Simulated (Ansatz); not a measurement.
# H6OSi2: the cost of one run

All numbers below are computed with Ansatz 0.2.0 (RKS PBE/def2-SVP).

### 1 The starting structure

Bond lengths: Si1–O2 1.585 Å, O2–Si3 1.636 Å, Si1–H4 1.438 Å, Si1–H5 1.512 Å, Si1–H6 1.528 Å, Si3–H7 1.540 Å, Si3–H8 1.429 Å, Si3–H9 1.531 Å. Angles: Si1–O2–Si3 137.9°, O2–Si1–H4 111.2°, O2–Si1–H5 112.1°, O2–Si1–H6 111.6°, H4–Si1–H5 106.5°, H4–Si1–H6 108.7°, H5–Si1–H6 106.5°, O2–Si3–H7 108.7°, O2–Si3–H8 111.4°, O2–Si3–H9 110.4°, H7–Si3–H8 108.1°, H7–Si3–H9 106.7°, H8–Si3–H9 111.4°.

Coordinates:

```xyz
9

Si   -0.6504    0.9936   -0.8975
O     0.5340    0.1218   -0.3063
Si    0.7403   -1.0279    0.8390
H    -1.6813    0.1615   -1.4560
H    -0.1845    1.9051   -2.0099
H    -1.2713    1.8943    0.1693
H     2.2251   -1.4361    0.8669
H    -0.0364   -2.1931    0.5527
H     0.4131   -0.4656    2.2246
```

### 2 Relaxing end A

Input file input.yaml:

```yaml
crystal:
  periodic: [false, false, false]
  atoms:
    - { symbol: Si, position_ang: [-0.6504, 0.9936, -0.8975] }
    - { symbol: O, position_ang: [0.534, 0.1218, -0.3063] }
    - { symbol: Si, position_ang: [0.7403, -1.0279, 0.839] }
    - { symbol: H, position_ang: [-1.6813, 0.1615, -1.456] }
    - { symbol: H, position_ang: [-0.1845, 1.9051, -2.0099] }
    - { symbol: H, position_ang: [-1.2713, 1.8943, 0.1693] }
    - { symbol: H, position_ang: [2.2251, -1.4361, 0.8669] }
    - { symbol: H, position_ang: [-0.0364, -2.1931, 0.5527] }
    - { symbol: H, position_ang: [0.4131, -0.4656, 2.2246] }
basis:
  gaussian: { orbitals: def2-SVP }
hamiltonian:
  xc: pbe
relax:
  f_tol: 0.015
  max_steps: 40
```

Launch:

```console
$ ansatz run input.yaml --threads 1 --pin off --max-ram 2048MiB --backend cpu --events-out ev --progress --plain --runs-dir out
```

**Question.** How long does this run take on 1 thread of an Arm CPU, shared host, and how much memory does it need?

About 12 s, with a peak of 0.14 GiB.
